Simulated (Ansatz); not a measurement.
# CH$_{3}$, doublet: from triple and quadruple zeta to the limit

```xyz
4

C    -0.7302    0.4542   -0.3429
H    -1.3155   -0.4631   -0.2743
H    -0.1609    0.6713   -1.2471
H    -0.7141    1.1544    0.4926
```

Ansatz 0.2.0, UHF determinant, valence electrons correlated. Energies in eV.

| set | X | functions | Hartree–Fock | MP2 correlation | CCSD(T) correlation | time |
| --- | --- | --- | --- | --- | --- | --- |
| def2-TZVPP | 3 | 73 | -1076.9740 | -4.2933 | -4.9903 | 7 s on 1 × NVIDIA H100 80GB HBM3 with 1 thread of AMD EPYC 7R13 Processor (Zen 3), on a shared host |
| def2-QZVPP | 4 | 147 | -1077.0304 | -4.5753 | -5.2309 | 8 s on 1 × NVIDIA H100 80GB HBM3 with 1 thread of AMD EPYC 7R13 Processor (Zen 3) (shared host) |

Hartree–Fock is taken to follow E(X) = E∞ + A·exp(−7.88·√X), correlation E(X) = E∞ + B·X^−2.97.

Q: Work out the CCSD(T) energy at the limit, and how far the shortcut misses it that extrapolates MP2 and adds CCSD(T) minus MP2 from the smaller set.

A: Hartree–Fock: E∞ = E4 + 0.1377·(E4 − E3) = -1077.0382. Correlation: E∞ = E4 + 0.7407·(E4 − E3) = -5.4091 for CCSD(T) and -4.7841 for MP2. The limit is -1082.4474 eV, 0.186 eV below def2-QZVPP. The shortcut gives a correlation energy of -4.7841 + (-0.6971) = -5.4812, 72 meV lower than the direct value.
